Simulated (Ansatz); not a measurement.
**CH₄ClSi radical: small, medium and large basis sets**

The task here is to estimate one member of a computed series from the others.

Computed with Ansatz 0.2.0, Gaussian basis. Level: one geometry, several basis sets.

Plan: PBE0-D4/def2-SVP; ωB97M-V/def2-SVP; PBE0-D4/def2-QZVPP; ωB97M-V/def2-QZVPP; the functionals' def2-TZVPP values are taken from earlier runs.

## Structure used throughout

All runs share one geometry, relaxed beforehand with PBE0-D4 in a triple-zeta def2 set.

7 atoms, charge 0, spin multiplicity 2.

Atoms are counted from 1 here; the program's logs count them from 0.

Bond lengths: C1–Si2 1.832 Å, C1–H4 1.085 Å, C1–H5 1.085 Å, Si2–Cl3 2.067 Å, Si2–H6 1.481 Å, Si2–H7 1.481 Å. Angles: Si2–C1–H4 122.4°, Si2–C1–H5 122.3°, H4–C1–H5 115.1°, C1–Si2–Cl3 110.1°, C1–Si2–H6 111.0°, C1–Si2–H7 111.0°, Cl3–Si2–H6 106.8°, Cl3–Si2–H7 106.9°, H6–Si2–H7 110.8°.

As a file:

| atom | x (Å) | y (Å) | z (Å) |
| --- | --- | --- | --- |
| C1 | -0.9561 | 0.0881 | -0.6027 |
| Si2 | 0.6570 | 0.0493 | 0.2647 |
| Cl3 | 0.6315 | -1.3902 | 1.7473 |
| H4 | -1.1611 | -0.5215 | -1.4767 |
| H5 | -1.7961 | 0.6719 | -0.2403 |
| H6 | 0.9348 | 1.3440 | 0.9291 |
| H7 | 1.7512 | -0.3097 | -0.6670 |

Set-up of the first run:

in.yaml reads:

```yaml
crystal:
  periodic: [false, false, false]
  atoms:
    - {symbol: C, position_ang: [-0.956090, 0.088111, -0.602653]}
    - {symbol: Si, position_ang: [0.656995, 0.049311, 0.264702]}
    - {symbol: Cl, position_ang: [0.631491, -1.390203, 1.747271]}
    - {symbol: H, position_ang: [-1.161097, -0.521481, -1.476712]}
    - {symbol: H, position_ang: [-1.796096, 0.671932, -0.240349]}
    - {symbol: H, position_ang: [0.934780, 1.344036, 0.929053]}
    - {symbol: H, position_ang: [1.751218, -0.309707, -0.667013]}
basis:
  gaussian: {orbitals: def2-SVP}
magnetization: {spin_polarized: true, initial_magnetization: 1}
hamiltonian: {xc: pbe0, dispersion: d4}
output: {orbitals: {seedname: orbitals}}
```

Steps of the session up to this table: PBE0-D4 in def2-SVP; ωB97M-V in def2-SVP; PBE0-D4 in def2-QZVPP; ωB97M-V in def2-QZVPP.

One of the session's tables, all rows but one given; the rest of the session is left out.

It belongs to the step «Functionals by basis». 

```
functional       basis  HOMO (eV)  LUMO (eV)
   PBE0-D4    def2-SVP      -7.48      -2.70
   PBE0-D4  def2-TZVPP      -7.53      -2.85
   PBE0-D4  def2-QZVPP      -7.55      -2.89
   ωB97M-V    def2-SVP      -9.48      -0.70
   ωB97M-V  def2-TZVPP      -9.55      -0.99
   ωB97M-V  def2-QZVPP          ?          ?
```

Q: Estimate the row for ωB97M-V, def2-QZVPP from the others.

As computed: HOMO (eV): -9.57; LUMO (eV): -1.07. In the column «HOMO (eV)» it is the lowest.
